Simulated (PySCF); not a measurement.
C₅H₁₁N.
SMILES with atom numbers: `[CH3:1][CH2:2][N:3]=[C:4]([CH3:5])[CH3:6]` (hydrogens: H7, H8, H9 on C1; H10, H11 on C2; H12, H13, H14 on C5; H15, H16, H17 on C6)

Geometry (PBE0-D3(BJ)/def2-SVP, Å), atoms numbered from 1 in this order:
```
atom  x, y, z in Å
C1     2.5413   -0.0872    0.0121
C2     1.1102   -0.5898    0.0100
N3     0.1767    0.5103   -0.0267
C4    -1.0740    0.2773   -0.0316
C5    -1.6791   -1.1042   -0.0005
C6    -2.0235    1.4377   -0.0711
H7     3.2590   -0.9213    0.0390
H8     2.7387    0.5146   -0.8875
H9     2.7214    0.5567    0.8859
H10    0.9518   -1.2639   -0.8556
H11    0.9340   -1.2205    0.9044
H12   -1.3527   -1.6514    0.8992
H13   -2.7767   -1.0780   -0.0094
H14   -1.3396   -1.6969   -0.8660
H15   -1.4597    2.3785   -0.0907
H16   -2.6895    1.4271    0.8080
H17   -2.6729    1.3803   -0.9607
```

Linear response at CAM-B3LYP/def2-SVPD (PySCF, frozen core in the response, non-relativistic).

Static isotropic polarisability: 72.09 au (10.68 Å³), principal values 56.9, 69.0, 90.4 au.

(1) What is the polarisability at 1064 nm and at the sodium D line?

(2) What is the isotropic C6 coefficient between two such molecules, C6 = (3/π)∫α(iω)² dω?

(3) Which effective excitation energy ω̄ makes London's formula C6 = (3/4)α²ω̄ exact here?

(4) The lowest 6 singlets have (eV, f): 5.14, 0.001; 6.78, 0.028; 7.46, 0.317; 7.49, 0.014; 7.64, 0.063; 7.96, 0.031. What share of the static polarisability do they carry in the sum over states α = Σ f/ω²?

(5) What n − 1 at the D line would an ideal gas of it have at 273.15 K and 1 atm (2.6868 × 10¹⁹ cm⁻³), by n − 1 = 2π·N·α′?

(6) What three-body coefficient follows from the one-pole estimate C9 = (3/4)·α·C6?

(7) What molar refraction at the D line follows from R = (4π/3)·N_A·α′, with α′ the polarisability volume?

(8) How anisotropic is the static polarisability, by Δα² = ½[(α1 − α2)² + (α2 − α3)² + (α3 − α1)²]?

Answers

(1) 72.67 au at 1064 nm (+0.8 %), 74.02 au at 589.3 nm (+2.7 %). The rise at 589.3 nm is 3.36 times that at 1064 nm; a pure ω² law gives 3.26. The lowest singlet lies at 241 nm, shorter than both wavelengths.

(2) 2202 au (Eh·bohr⁶) by a ten-point quadrature over imaginary frequencies, which is 1320 eV·Å⁶ or 127 J·nm⁶/mol.

(3) ω̄ = 4·C6/(3α²) = 0.565 Eh = 15.4 eV. A one-pole form α(ω) = α/(1 − ω²/ω̄²) fitted to the 1064 nm value gives 13.1 eV.

(4) 6.02 au, 8.4 % of α; the largest term, 4.22 au, is that of the state at 7.46 eV. Their oscillator strengths add up to 0.45. Higher states carry the rest.

(5) 18.52 × 10⁻⁴, a formal value whether or not that pressure can be reached.

(6) 119000 au. This is an estimate from the two numbers above, not a computed integral.

(7) α′ = 10.97 Å³ gives R = 27.67 cm³/mol, for isolated, non-vibrating species.

(8) Δα = 29.4 au, or 0.41 of the isotropic value.

The run took about 90 s of CPU time (one thread, shared machine). This is the whole response run at CAM-B3LYP/def2-SVPD, SCF included.

One conformer stands for the species.
